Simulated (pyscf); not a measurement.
Structures and frequencies: ωB97X-D3(BJ)/def2-SVP in PySCF. Correlated levels are frozen-core, on RHF or UHF. ΔMP2 is the change of the MP2 total energy from the triple- to the quadruple-zeta basis.

Task: What is the homolytic dissociation enthalpy (298 K, CCSD(T)/def2-TZVPP + ΔMP2(QZVPP)) of the B–O bond of HN=B–OH, to [B=NH]• + OH•?

Result: B–O to [B=NH]• + OH•: 139.3 kcal/mol. The radicals are drawn with the spin at the cut bond; how far it spreads was not checked. HN=B–OH lies 22.0 kcal/mol over its isomer H₂N–B=O (electronic energy, ωB97M-D3(BJ)/def2-TZVP). The CCSD(T) − MP2 part came from Ansatz, without density fitting, on the same reference. Left out: the spin-orbit lowering of OH. The term symbol of open-shell B=NH was not checked; spin-orbit terms are left out.
